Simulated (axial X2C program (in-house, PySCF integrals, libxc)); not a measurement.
**AlO: EOM-IP-CCSD levels**

Wanted for AlO: EOM-IP-CCSD levels, at the two-component level.

The runs use an in-house X2C program for linear molecules on PySCF integrals; two-component X2C with atomic mean-field terms, Al dyall-av3z, O dyall-av3z.

All values are calculated.

### 1 The job

Input file task.json:

```json
{"zs": [13, 8], "q": 0, "bas": ["dyall-av3z", "dyall-av3z"], "r0": 1.7, "eom": "ip", "rq": -1, "thr": -2.0, "nmax": 95, "grid": [1, 0.96, 1.045, 0.92, 1.09, 1.15]}
```

Keys: zs atomic numbers; q charge; bas basis sets; r0 starting distance in Å; eom kind of EOM run; thr threshold in hartree for freezing inner shells (an s shell follows its p shell); nmax most natural virtual spinors; grid distances as factors.

Run with:

```bash
$ python soeom.py task.json out
```

Nuclei are Gaussian, cores are contracted, and the Gaunt term is on.

### 2 EOM-IP-CCSD at 1.645 Å

Reference: the closed shell AlO⁻; 10 electrons correlated, 94 virtual spinors; roots sought by Ω: 1/2: 4, 3/2: 3, 5/2: 1.

Output:

```text
two-component X2C + atomic mean field  HF
basis functions 119  fitting functions 632  grid points 4351
iter        total energy     max residual
   1       -317.282018009     7.79e-02
   2       -317.296556307     7.67e-03
   3       -317.297101030     6.97e-03
   4       -317.297528394     1.66e-03
   5       -317.297585000     4.18e-04
   6       -317.297591870     8.52e-05
   7       -317.297592182     3.35e-05
   8       -317.297592246     1.01e-05
   9       -317.297592249     1.62e-06
  10       -317.297592249     7.95e-07
converged
one-electron -513.92329455  Coulomb 189.80344848  exact exchange -26.60093781  xc functional 0.00000000  nuclear repulsion 33.45558051  atomic mean-field constant -0.03238887
correlated 10  virtual 200  natural virtual 94  E(MP2) -0.345178254  MP2 remainder -0.010615153
iter   CCSD correlation   residual
   1     -0.312889217   2.17e-01
   2     -0.326683793   1.30e-01
   3     -0.331517966   3.71e-02
   4     -0.331657491   1.45e-02
   5     -0.331692109   4.37e-03
   6     -0.331749816   1.94e-03
   7     -0.331736835   8.05e-04
   8     -0.331736178   2.90e-04
   9     -0.331745244   1.18e-04
  10     -0.331741299   4.04e-05
  11     -0.331742362   1.73e-05
  12     -0.331742507   6.14e-06
  13     -0.331742407   2.49e-06
  14     -0.331742413   1.08e-06
(T) -0.018317639  T1 0.0390  D1 0.0557  max T2 0.100
EOM-IP-CCSD roots
2*Omega      energy/Eh   energy/eV  one-particle weight
    1       0.09609484      2.6149      0.937
    1       0.12957919      3.5260      0.899
    1       0.20185582      5.4928      0.890
    1       0.33839238      9.2081      0.004
    3       0.12897908      3.5097      0.900
    3       0.33874259      9.2177      0.004
    3       0.34931272      9.5053      0.000
    5       0.36998880     10.0679      0.000
```

T1 in the output is the amplitude norm over the root of the electron number; divide by √2 for the Lee–Taylor value.

| Ω | vertical IE (eV) | above lowest (cm⁻¹) | spinor | weight |
| --- | --- | --- | --- | --- |
| 1/2 | 2.615 | 0 | 38% Al sσ, 29% O pσ, 26% Al pσ | 0.94 |
| 3/2 | 3.510 | 7220 | 80% O pπ, 10% Al pπ | 0.90 |
| 1/2 | 3.526 | 7350 | 80% O pπ, 10% Al pπ | 0.90 |
| 1/2 | 5.493 | 23210 | 64% O pσ, 27% Al sσ | 0.89 |

Wall time 16 s (1 thread of Arm Neoverse V2, shared host); peak memory 0.58 GiB.

### 3 EOM-IP-CCSD at 1.579 Å

| Ω | vertical IE (eV) | above lowest (cm⁻¹) | spinor | weight |
| --- | --- | --- | --- | --- |
| 1/2 | 2.560 | 0 | 41% Al sσ, 26% O pσ, 26% Al pσ | 0.94 |
| 3/2 | 3.764 | 9710 | 79% O pπ, 11% Al pπ, 6% Al dπ | 0.90 |
| 1/2 | 3.780 | 9840 | 79% O pπ, 11% Al pπ, 6% Al dπ | 0.90 |
| 1/2 | 5.506 | 23760 | 67% O pσ, 23% Al sσ | 0.89 |

Wall time 18 s (1 thread of Arm Neoverse V2, shared host); peak memory 0.58 GiB.

### 4 EOM-IP-CCSD at 1.719 Å

| Ω | vertical IE (eV) | above lowest (cm⁻¹) | spinor | weight |
| --- | --- | --- | --- | --- |
| 1/2 | 2.656 | 0 | 34% Al sσ, 33% O pσ, 26% Al pσ | 0.93 |
| 3/2 | 3.243 | 4730 | 81% O pπ, 10% Al pπ | 0.90 |
| 1/2 | 3.259 | 4860 | 81% O pπ, 10% Al pπ | 0.90 |
| 1/2 | 5.476 | 22740 | 58% O pσ, 32% Al sσ | 0.89 |

Run time: 17 s. Hardware: 1 thread of Arm Neoverse V2, shared host; peak memory 0.6 GiB.

### 5 EOM-IP-CCSD at 1.513 Å

| Ω | vertical IE (eV) | above lowest (cm⁻¹) | spinor | weight |
| --- | --- | --- | --- | --- |
| 1/2 | 2.490 | 0 | 44% Al sσ, 25% Al pσ, 24% O pσ | 0.94 |
| 3/2 | 4.034 | 12450 | 78% O pπ, 11% Al pπ, 7% Al dπ | 0.90 |
| 1/2 | 4.050 | 12580 | 78% O pπ, 11% Al pπ, 7% Al dπ | 0.90 |
| 1/2 | 5.510 | 24350 | 71% O pσ, 19% Al sσ | 0.89 |

Run time: 16 s. Hardware: 1 thread of Arm Neoverse V2, shared host; peak memory 0.6 GiB.

### 6 EOM-IP-CCSD at 1.793 Å

| Ω | vertical IE (eV) | above lowest (cm⁻¹) | spinor | weight |
| --- | --- | --- | --- | --- |
| 1/2 | 2.674 | 0 | 38% O pσ, 30% Al sσ, 26% Al pσ | 0.93 |
| 3/2 | 2.995 | 2590 | 82% O pπ, 10% Al pπ | 0.90 |
| 1/2 | 3.012 | 2730 | 82% O pπ, 9% Al pπ | 0.90 |
| 1/2 | 5.467 | 22530 | 53% O pσ, 38% Al sσ | 0.89 |

Wall time 5.7 s (1 thread of Arm Neoverse V2, shared host); peak memory 0.6 GiB.

### 7 EOM-IP-CCSD at 1.892 Å

| Ω | vertical IE (eV) | above lowest (cm⁻¹) | spinor | weight |
| --- | --- | --- | --- | --- |
| 1/2 | 2.658 | 0 | 44% O pσ, 25% Al pσ, 24% Al sσ | 0.93 |
| 3/2 | 2.695 | 300 | 83% O pπ, 9% Al pπ | 0.90 |
| 1/2 | 2.713 | 450 | 81% O pπ, 9% Al pπ | 0.90 |
| 1/2 | 5.476 | 22730 | 46% Al sσ, 45% O pσ | 0.88 |

Run time: 6.2 s. Hardware: 1 thread of Arm Neoverse V2, shared host; peak memory 0.6 GiB.

### 8 Curves of the states

Energies in eV from the lowest point of the lowest state; states are followed by energy order within each Ω.

| R (Å) | (1)Ω=1/2 | (1)Ω=3/2 | (2)Ω=1/2 | (3)Ω=1/2 |
| --- | --- | --- | --- | --- |
| 1.513 | 0.2912 | 1.8348 | 1.8512 | 3.3108 |
| 1.579 | 0.0420 | 1.2457 | 1.2620 | 2.9884 |
| 1.645 | 0.0000 | 0.8948 | 0.9112 | 2.8779 |
| 1.719 | 0.1182 | 0.7049 | 0.7213 | 2.9380 |
| 1.793 | 0.3469 | 0.6682 | 0.6849 | 3.1398 |
| 1.892 | 0.7412 | 0.7785 | 0.7967 | 3.5598 |

Constants where the minimum is well bracketed (masses 26.982 and 15.995 u):

| state | Te (cm⁻¹) | Re (Å) | ωe (cm⁻¹) |
| --- | --- | --- | --- |
| (1)Ω=1/2 | 0 | 1.628 | 982 |
| (3)Ω=1/2 | 23240 | 1.656 | 961 |

### 9 Outcome

| quantity | value |
| --- | --- |
| lowest root at 1.645 Å | Ω = 1/2, 2.615 eV |
| next root led by one particle | Ω = 3/2, about 7220 cm⁻¹ higher |
| T1 of the reference | 0.028 |
| lowest state, Re and ωe | 1.628 Å, 982 cm⁻¹ |

What this shows: Removing an electron from the reference determinant of AlO⁻ costs 2.61 eV and empties a spinor of 38% Al sσ, 29% O pσ, 26% Al pσ. Errors of 0.1 to 0.3 eV are usual at this size, and roots led by higher excitations are left out, so the list is incomplete, and low states of that kind can be missing. T1 or the largest double amplitude of the reference is raised, which lowers the reliability. The bond is 0.021 Å shorter than in the closed-shell reference at CCSD (1.649 Å).
